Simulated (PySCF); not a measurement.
Compound: fluoroacetylene, C₂HF.
Bonds: C1–C2 (triple), C2–F3. Hydrogens: H4 on C1.

The same species was optimised twice, with GFN2-xTB and with PBE0-D3(BJ)/def2-SVP (PySCF), and the same property calculations (PySCF, gas phase) were run on both structures.

```csv
coordinate,GFN2-xTB,PBE0-D3(BJ)/def2-SVP,change
C1–H4 (Å),1.046,1.073,+0.027
C2–F3 (Å),1.283,1.270,-0.013
C1≡C2 (Å),1.192,1.204,+0.012
C2–C1–H4 (°),179.7,180.0,+0.3
C1–C2–F3 (°),179.9,180.0,+0.1
```

Rotational constants: B = 9716 MHz (linear) (GFN2-xTB) against B = 9716 MHz (linear) (PBE0-D3(BJ)/def2-SVP). Point groups within 0.08 Å: C∞v and C∞v.

On the GFN2-xTB structure: HOMO (eV) -8.42 [PBE0/pcSseg-1]; LUMO (eV) 1.63 [PBE0/pcSseg-1]; dipole (D) 0.64 [PBE0/pcSseg-1]; GIAO shielding of C1 (ppm) 169.5 [PBE0/pcSseg-1]; GIAO shielding of C2 (ppm) 89.1 [PBE0/pcSseg-1]; GIAO shielding of F3 (ppm) 394.6 [PBE0/pcSseg-1].

What do these properties become on the PBE0-D3(BJ)/def2-SVP structure?

```csv
property,level,on GFN2-xTB,on PBE0-D3(BJ)/def2-SVP,change
HOMO (eV),PBE0/pcSseg-1,-8.42,-8.32,+0.10
LUMO (eV),PBE0/pcSseg-1,1.63,1.61,-0.02
dipole (D),PBE0/pcSseg-1,0.64,0.59,-0.05
"energy, GFN2-xTB geometry as zero (kcal/mol)",PBE0/pcSseg-1,0.0,-0.1,-0.1
GIAO shielding of C1 (ppm),PBE0/pcSseg-1,169.5,169.4,-0.1
GIAO shielding of C2 (ppm),PBE0/pcSseg-1,89.1,90.0,+0.9
GIAO shielding of F3 (ppm),PBE0/pcSseg-1,394.6,396.6,+2.0
```

The heavy atoms differ by 0.006 Å rms after alignment. Among all bonds C1–H4 changes most (+0.027 Å). Changes are differences of the printed values. Neither structure is proved a minimum here.
